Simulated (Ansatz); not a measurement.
Consider the hydrogenolysis of a C–Cl bond: `ClCC(Cl)CCl` + H₂ → `CC(Cl)CCl` + HCl.

Isolated molecules relaxed with PBE0-D4/def2-TZVP in Ansatz; ΔE leaves out vibrations. CCSD(T)/CBS is the MP2 limit (def2-TZVPP, def2-QZVPP) plus CCSD(T) − MP2 in def2-TZVPP, frozen cores. This one scheme is used for every species. DFT in def2-TZVPP. One conformer a species, not always the lowest.

`ClCC(Cl)CCl`:

Z-matrix (Å, degrees):
```
C
C 1 1.510
Cl 1 1.772 2 112.3
H 1 1.090 2 110.7 3 -120.4
H 1 1.089 2 109.2 3 118.8
C 2 1.516 1 112.4 3 -172.6
Cl 2 1.787 1 110.6 3 68.3
H 2 1.090 1 110.3 3 -49.1
Cl 6 1.782 2 111.0 1 66.3
H 6 1.090 2 111.2 1 -53.7
H 6 1.087 2 110.2 1 -175.0
```

H₂:

```xyz
2

H     0.336    0.136    0.090
H    -0.336   -0.136   -0.090
```

`CC(Cl)CCl`:

Z-matrix (Å, degrees):
```
C
C 1 1.508
H 1 1.090 2 110.6
H 1 1.092 2 109.6 3 119.9
H 1 1.092 2 110.6 3 -120.3
Cl 2 1.799 1 109.9 3 59.5
C 2 1.514 1 114.4 3 178.7
H 2 1.091 1 111.1 3 -56.7
Cl 7 1.783 2 110.7 1 65.9
H 7 1.088 2 110.9 1 -175.4
H 7 1.090 2 110.9 1 -53.4
```

HCl:

Z-matrix (Å, degrees):
```
Cl
H 1 1.279
```

```json
{"level": "r2SCAN0-D4", "ΔE (kcal/mol)": "-22.3"}
{"level": "HF/def2-TZVPP", "ΔE (kcal/mol)": "-26.5"}
```

Q: What does CCSD(T)/CBS give? (Best estimate.)

A: The calculation gave: -21.5 kcal/mol. The listed levels differ from it by -0.8, -5.0 kcal/mol.

Q: What do rigid-rotor, harmonic-oscillator terms from PBE0-D4/def2-TZVP frequencies (298.15 K, 1 bar) make of the CCSD(T)/CBS value? (An estimate is asked.)

A: Ansatz gave: ΔZPE = +3.4 kcal/mol, ΔH = -18.7 kcal/mol, ΔS = 26 J/(mol·K), ΔG = -20.6 kcal/mol.

Largest T1 diagnostic among the species: 0.009.

At CCSD(T), def2-SVP lies −2.3 kcal/mol from the extrapolated value and def2-TZVPP −0.7 kcal/mol. From PBE to PBE0 (25 % exact exchange), in def2-TZVPP and without D4, ΔE moves by −1.2 kcal/mol.
